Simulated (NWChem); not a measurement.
Species: SiH3, doublet; SMILES [SiH3]

```xyz
4

Si     0.0000     0.0000     0.0795
H      1.0013     1.0013    -0.3712
H      0.3665    -1.3678    -0.3712
H     -1.3678     0.3665    -0.3712
```
Atoms are numbered in this order, from 1.

Computed with NWChem. Pople sets run with spherical d functions. Spin-unrestricted. In the optimisation the excess spin sits in a (C3, its own frame). Geometry: optimised at PBE0-D3(BJ)/def2-TZVP, spin-unrestricted. No stability test was run on the SCF state.

### Question
What does the run give for PBE0/6-31G*? Quantities: highest occupied level (eV); lowest empty minus highest occupied level, either spin (eV); dipole (D); <S²>.

### Answer
| Property | Value |
|---|---|
| highest occupied level (eV) | -6.35 |
| lowest empty minus highest occupied level, either spin (eV) | 3.90 |
| dipole (D) | 0.01 |
| <S²> | 0.752 |
